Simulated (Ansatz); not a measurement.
What does this script print? It uses Ansatz's Python interface.

The script, `h2o2.py`:
```python
"""A composite energy for H2O2: DFT geometry, MP2 basis limit, coupled-cluster correction."""

import itertools
import logging
import sys

import ansatz as az
from ase.data import atomic_numbers, covalent_radii
import numpy as np

logging.basicConfig(stream=sys.stdout, format="%(name)s: %(message)s")
logger = logging.getLogger("run")
logger.setLevel(logging.INFO)

GEOMETRY = """
O    -0.28346   -0.63913   -0.12463
O     0.28176    0.64021    0.12597
H    -0.02092   -1.13435    0.66204
H     0.02262    1.13327   -0.66338
"""

system = az.Crystal.molecule()
for line in GEOMETRY.strip().splitlines():
    symbol, *xyz = line.split()
    system = system.atom(symbol, [float(v) for v in xyz])

calculation = (
    system.calculation()
    .basis(gaussian="def2-SVP")
    .functional("r2scan")
    .scf(lower_state_search="off")
)
symbols = [site.symbol for site in system.cartesian_sites]
start = np.array([site.position_ang for site in system.cartesian_sites], dtype=float)
summary = calculation.relax(force_tolerance=0.01).run().report
end = np.array(summary["positions_ang"])
# pairs closer than 1.2 times the sum of covalent radii, before or after
radius = [covalent_radii[atomic_numbers[s]] for s in symbols]
span = lambda where, i, j: np.linalg.norm(where[i] - where[j])
bonded = [(i, j) for i, j in itertools.combinations(range(len(symbols)), 2) if min(span(start, i, j), span(end, i, j)) < 1.2 * (radius[i] + radius[j])]
logger.info("pair        before    after (A)")
for i, j in bonded:
    print(f"{symbols[i]}{i}-{symbols[j]}{j}".ljust(10), f"{span(start, i, j):8.4f} {span(end, i, j):8.4f}")

minimum = az.Crystal.molecule()
for symbol, place in zip(symbols, end):
    minimum = minimum.atom(symbol, place.tolist())
at_minimum = minimum.calculation()
# MP2 extrapolated to the basis limit, plus the small-basis difference CCSD(T) - MP2
level = lambda method, basis: at_minimum.basis(gaussian=basis).correlation(method).run().report
small, large, cluster = level("mp2", "cc-pVDZ"), level("mp2", "cc-pVTZ"), level("ccsd_t", "cc-pVDZ")
corr = lambda each: (each["free_energy_ev"] - each["reference_energy_ev"]) / 27.211386246
mp2_limit = (27 * corr(large) - 8 * corr(small)) / 19
pieces = {"HF / cc-pVTZ": large["reference_energy_ev"] / 27.211386246, "MP2 correlation, DZ-TZ limit": mp2_limit, "CCSD(T) - MP2 / cc-pVDZ": corr(cluster) - corr(small)}
for name, value in pieces.items():
    logger.info(f"{name:32s} {value:14.6f} Ha")
logger.info(f"{'sum':32s} {sum(pieces.values()):14.6f} Ha")
print("T1 diagnostic", round(cluster["correlation"]["coupled_cluster"]["t1_diagnostic"], 4))
```

```console
$ python h2o2.py
run: pair        before    after (A)
O0-O1        1.4209   1.4479
O0-H2        0.9659   0.9705
O1-H3        0.9661   0.9705
run: HF / cc-pVTZ                        -150.835531 Ha
run: MP2 correlation, DZ-TZ limit          -0.543563 Ha
run: CCSD(T) - MP2 / cc-pVDZ               -0.023284 Ha
run: sum                                 -151.402379 Ha
T1 diagnostic 0.0094
```

What to keep in mind:
- The settings weren't tested for convergence.
- The sum leaves out core correlation, relativity, the Hartree-Fock basis error and zero-point energy; a DZ-TZ extrapolation is rough.
- Inner cores stay frozen, so this is valence correlation.
- An extrapolation from small basis sets is rough.
- The whole script took 9.8 s on 1 thread of Arm Neoverse V2 (shared host), peak memory 0.19 GiB.
